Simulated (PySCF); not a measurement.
# How good is the calculation?

Bonds (- single, = double, # triple, : aromatic): C1-N2 1.433 Å, N2:C3 1.344 Å, C3:N4 1.312 Å, N4:C5 1.347 Å, C5:N6 1.312 Å, N6:N2 1.337 Å. C1 carries H7, H8, H9; C3 carries H10; C5 carries H11.

The experiment to reproduce: δ ¹⁵N N6 -79.0; N4 -122.9; N2 -176.1 ppm (measured; solution, cyclohexane; M. Witanowski, Z. Biedrzycka, W. Sicinska, Z. Grabowski, J. Magn. Reson. 131 (1998) 54).

How the numbers were obtained: GFN2-xTB geometry, σ from GIAO-PBE0/pcSseg-1, in PySCF 2.14 (no relativistic terms, single conformer, equivalent nuclei averaged, in vacuum).

How close does the calculation come?

Results:


Reference values: measured (solution, cyclohexane; M. Witanowski, Z. Biedrzycka, W. Sicinska, Z. Grabowski, J. Magn. Reson. 131 (1998) 54).
| atoms | quantity | reference | computed | computed, scaled |
| --- | --- | --- | --- | --- |
| N6 | δ ¹⁵N vs neat liquid CH3NO2 | -79.0 | – | -82.6 |
| N4 | δ ¹⁵N vs neat liquid CH3NO2 | -122.9 | – | -121.0 |
| N2 | δ ¹⁵N vs neat liquid CH3NO2 | -176.1 | – | -181.0 |

Computed shifts are σ(ref) − σ with the named reference compound (TMS for H and C) calculated as an isolated molecule at the same level. The measured values may be among those fitted. Shieldings were converted by a linear fit to measured shifts: ¹⁵N (scatter 6.3 ppm rms vs CH3NO2, solution or neat liquid). Occasional misses reach two or three times the rms, and more in compound classes unlike the fitted ones.
